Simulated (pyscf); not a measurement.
PySCF, gas phase, ωB97X-D3(BJ)/def2-SVP geometries.

Task: For F–N(F)–F + SiH₄ → F–SiH₃ + F–NH–F, a four-centre exchange (singlet surface; F–N, H–Si broken, F–Si, H–N formed), PBE/def2-TZVP gives ΔE‡ = 33.7 kcal/mol and ΔE = -67.6 kcal/mol (zero: the separated reactants). In which direction and how far do B3LYP-D3(BJ)/def2-TZVP, PBE0-D3(BJ)/def2-TZVP, ωB97M-D3(BJ)/def2-TZVP move these?

Result: B3LYP-D3(BJ): ΔE‡ = 46.4 kcal/mol, ΔE = -75.2 kcal/mol; PBE0-D3(BJ): ΔE‡ = 50.4 kcal/mol, ΔE = -72.5 kcal/mol; ωB97M-D3(BJ): ΔE‡ = 60.9 kcal/mol, ΔE = -75.4 kcal/mol. PBE's barrier lies under all of them, by 12.8 to 27.2 kcal/mol. Its reaction energy lies over all of them, by 4.8 to 7.8 kcal/mol. Low barriers are usual for a GGA, whose delocalisation error favours stretched bonds. One saddle was located; it need not be the lowest between these sides. One closed-shell reference is unstable to symmetry breaking; treat the single-reference values with care.
